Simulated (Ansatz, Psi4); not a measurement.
Process, species as SMILES: FC(F)(F)F [tetrafluoromethane] + 4 [H][H] (H2) -> C (CH4) + 4 F (HF)

Wanted: energy of full hydrogenation (electronic), in kcal/mol. Conventions: spin-orbit terms left out; non-relativistic; valence correlation only; LANL2DZ all-electron up to Ne; 6-311+G** with 5d; no dispersion term unless named; 6-31G* and kin with 6d, 5d where marked. CBS(X,Y): correlation extrapolated as X^-3; Hartree-Fock from the larger set. The bracket is a focal-point correction in the basis named. First-principles rows: single points at B3LYP-D3(BJ) geometries (Ansatz, an electronic-structure program).

Coupled cluster (Ansatz) is a level with limits of its own, used here on species with T1 under 0.025 (0.045 for open shells) and stable references: RI-MP2/CBS(aug-cc-pVTZ,aug-cc-pVQZ)+[CCSD(T)-MP2]/aug-cc-pVTZ.

Value to compare with, RI-MP2/CBS(aug-cc-pVTZ,aug-cc-pVQZ)+[CCSD(T)-MP2]/aug-cc-pVTZ (Ansatz): -70.5 kcal/mol.

```
level               program  energy of full hydrogenation (electronic) (kcal/mol)  difference
------------------  -------  ----------------------------------------------------  ----------
HF/6-31G*            Ansatz                                                 -35.6        34.9
BLYP/6-31G*          Ansatz                                                  -2.3        68.2
B3LYP/3-21G          Ansatz                                                  22.3        92.8
B3LYP/6-31G*         Ansatz                                                 -12.9        57.6
PBE0/6-311+G**       Ansatz                                                 -74.7        -4.2
wB97X-D/6-31G*         Psi4                                                 -23.5        47.0
MP2/LANL2DZ          Ansatz                                                 -99.9       -29.4
PBE0/def2-TZVPD      Ansatz                                                 -66.2         4.3
wB97X-V/def2-TZVPD   Ansatz                                                 -60.6         9.9
```

Among the 7 habitual levels, B3LYP/3-21G lies farthest from RI-MP2/CBS(aug-cc-pVTZ,aug-cc-pVQZ)+[CCSD(T)-MP2]/aug-cc-pVTZ (Ansatz) (92.8 kcal/mol) and PBE0/6-311+G** nearest (-4.2); 5 of 7 lie above it, and their mean absolute difference is 47.7 kcal/mol, the median 47.0. One case shows no general order.

The levels are drawn from those run, B3LYP/6-31G* more often than the rest, none by its result; runs whose electronic state is in doubt are left out.
